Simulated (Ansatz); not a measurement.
A made-up structure of CH₅OSi (charge -1), singlet:

| atom | x (Å) | y (Å) | z (Å) |
| --- | --- | --- | --- |
| C1 | 0.5895 | 0.1008 | 0.1327 |
| Si2 | -0.9060 | 0.4777 | -0.7111 |
| O3 | 0.6084 | -1.3531 | 1.0331 |
| H4 | -1.2945 | -0.1185 | -1.9399 |
| H5 | -1.7566 | 1.5216 | -0.2604 |
| H6 | 0.8398 | 0.8620 | 0.8266 |
| H7 | 1.4676 | -0.0574 | -0.4396 |
| H8 | -0.3220 | -1.5854 | 1.1263 |

It is relaxed with PBE-D4/def2-SVPD and then PBE0-D4/def2-TZVPD (Ansatz 0.2.0). Atoms count as bonded within 1.22 times the sum of their covalent radii (H–H: 0.88 Å). The end point is not checked to be a true minimum.

Q: Does its bonding change? (A judgement: the text doesn't fix the answer.)

A: Computed: No: no bond forms or breaks.

Where it ends: The first stage lowers the energy by 1.64 eV in 10 steps. It ends as CH₅OSi ([OH][CH2][SiH2]), total charge -1:
| atom | x (Å) | y (Å) | z (Å) |
| --- | --- | --- | --- |
| C1 | 0.5268 | -0.0108 | 0.2200 |
| Si2 | -1.3016 | 0.1122 | -0.4579 |
| O3 | 0.6942 | -1.2049 | 1.0160 |
| H4 | -1.0420 | 0.0604 | -1.9725 |
| H5 | -1.4870 | 1.6362 | -0.3961 |
| H6 | 0.7599 | 0.8612 | 0.8480 |
| H7 | 1.2779 | -0.0428 | -0.5789 |
| H8 | -0.2019 | -1.5639 | 1.0889 |

Labels in which every atom is bracketed show which atoms are joined, not bond orders.

For scale, one of the runs: PBE0-D4/def2-TZVPD relaxation, 165 basis functions, launched by `ansatz run in.yaml --threads 2 --pin off --events-out ev --progress --plain --max-ram 4352MiB`. The run took about 28 s on 2 CPU threads of an Intel Xeon 6975P-C (shared host).
